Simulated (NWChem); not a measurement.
The numbers come from NWChem runs, not from measurements. System: carbon tetrachloride (CCl₄), charge 0, spin multiplicity 1, at a geometry optimised with B3LYP/def2-SVP. Level: MP2/def2-TZVP, 21 core orbitals frozen.

Input file:

```
start mol
memory heap 200 mb stack 900 mb global 1100 mb
geometry units angstroms nocenter noautoz
  Cl     1.459501     0.000000     1.032002
  C      0.000000     0.000000    -0.000025
  Cl    -1.459501     0.000000     1.032002
  Cl     0.000000     1.459486    -1.031998
  Cl     0.000000    -1.459486    -1.031998
  symmetry group C2v
end
basis spherical
  * library def2-tzvp
end
scf
  rhf
  nopen 0
  maxiter 100
  thresh 1e-7
  semidirect memsize 60000000 filesize 0
end
mp2
  freeze core 21
end
task mp2 energy
```

Output (cleaned and shortened):

```
             Northwest Computational Chemistry Package (NWChem) 7.3.0
             --------------------------------------------------------

                                NWChem Input Module
                                -------------------

 Scaling coordinates for geometry "geometry" by  1.889725989
 (inverse scale =  0.529177249)

 Turning off AUTOSYM since
 SYMMETRY directive was detected!

                             Geometry "geometry" -> ""
                             -------------------------

 Output coordinates in angstroms (scale by  1.889725989 to convert to a.u.)

  No.       Tag          Charge          X              Y              Z
 ---- ---------------- ---------- -------------- -------------- --------------
    1 Cl                  17.0000     1.45950100     0.00000000     1.03200200
    2 C                    6.0000     0.00000000     0.00000000    -0.00002500
    3 Cl                  17.0000    -1.45950100     0.00000000     1.03200200
    4 Cl                  17.0000     0.00000000     1.45948600    -1.03199800
    5 Cl                  17.0000     0.00000000    -1.45948600    -1.03199800

 Effective nuclear repulsion energy (a.u.)     435.1409946123

            Nuclear Dipole moment (a.u.)
            ----------------------------
        X                 Y               Z
 ---------------- ---------------- ----------------
     0.0000000000     0.0000000000    -0.0000264562

      Symmetry information
      --------------------

 Group name             C2v
 Group number             16
 Group order               4
 No. of unique centers     3

      Symmetry unique atoms

     1    2    4


 Summary of "ao basis" -> "" (spherical)
 ------------------------------------------------------------------------------
       Tag                 Description            Shells   Functions and Types
 ---------------- ------------------------------  ------  ---------------------
 *                         def2-tzvp                  on all atoms

 Summary of "ao basis" -> "ao basis" (spherical)
 ------------------------------------------------------------------------------
[...]
     1   1 0 0     -0.000000      0.000000      0.000000
     1   0 1 0     -0.000000      0.000000      0.000000
     1   0 0 1     -0.000081      0.000000     -0.000026

     2   2 0 0    -41.065953      0.000000    258.633861
     2   1 1 0     -0.000000      0.000000      0.000000
     2   1 0 1     -0.000000      0.000000      0.000000
     2   0 2 0    -41.065559      0.000000    258.628544
     2   0 1 1     -0.000000      0.000000      0.000000
     2   0 0 2    -41.065850      0.000000    258.622305

                   NWChem MP2 Semi-direct Energy/Gradient Module
                   ---------------------------------------------

  Basis functions       =    179
  Molecular orbitals    =    179
  Frozen core           =     21
  Frozen virtuals       =      0
  Active alpha occupied =     16
  Active beta occupied  =     16
  Active alpha virtual  =    142
  Active beta virtual   =    142
  Use MO symmetry       = T
  Use skeleton AO sym   = T

  AO/Fock/Back tols     =   1.0D-09  1.0D-09  1.0D-09

 GA uses MA = F    GA memory limited = T

 Available:
  local mem=  1.26D+08
 global mem=  1.44D+08
 local disk=  0.00D+00
  mp2_memr nvloc                   142
  nvloc new                   142
   1 passes of  16:        5242880                     178918                 116730160.
   1 passes of  16: M    126148025           G      144115118           F     120905145.

 Semi-direct pass number   1 of   1  for RHF alpha+beta  at        6.2s
  vrange nnbf                 15104
  mp2_eaftype                   445  avail_ma_in_mb                  1099
 EAF : mp2_eaftype filesize         445   58365080.
  mp2_eaf for mointskh                    445
Node 0 wrote    274.5 Mb in      0.2 s     Agg I/O rate:  1752.8 Mb/s
 Done moints_semi at       18.0s
  mp2_eaftype                   445  avail_ma_in_mb                   654
 EAF : mp2_eaftype filesize         445   58365080.
  mp2_eaf for kh                   445
 Done maket at       18.6s
 Done multipass loop at       18.6s

          -------------------------------------------
          SCF energy               -1875.883699654567
          Correlation energy          -0.915225787836
          Singlet pairs               -0.557108938530
          Triplet pairs               -0.358116849306
          Total MP2 energy         -1876.798925442403
          -------------------------------------------

          ---------------------------------------------------
                    Spin Component Scaled (SCS) MP2
          Same spin pairs                     -0.238744566204
          Same spin scaling factor             0.333333333333
          Opposite spin pairs                 -0.676481221632
          Opposite spin scaling fact.          1.200000000000
          SCS-MP2 correlation energy          -0.891358988026
          Total SCS-MP2 energy             -1876.775058642593
          ---------------------------------------------------

 -----------------------
 Performance information
 -----------------------

 Timer overhead =  9.59D-08 seconds/call

               Nr. of calls         CPU time (s)                 Wall time (s)                GFlops
             ---------------    -------------------     ------------------------------   -------------------
Name         Min   Avg   Max    Min     Avg     Max     Min     Avg     Max   Mx/calls   Min     Max     Sum
mp2: moin     1     1     1    12.     12.     12.      12.     12.     12.     12.      0.0     0.0     0.0
mp2: make     1     1     1   0.62    0.62    0.62     0.62    0.62    0.62    0.62      0.0     0.0     0.0
mp2: tota     1     1     1    12.     12.     12.      12.     12.     12.     12.      0.0     0.0     0.0

 The average no. of pstat calls per process was 3.00D+00
 with a timing overhead of 2.88D-07s

 Task  times  cpu:       18.6s     wall:       18.6s

 Total times  cpu:       18.6s     wall:       18.6s
```
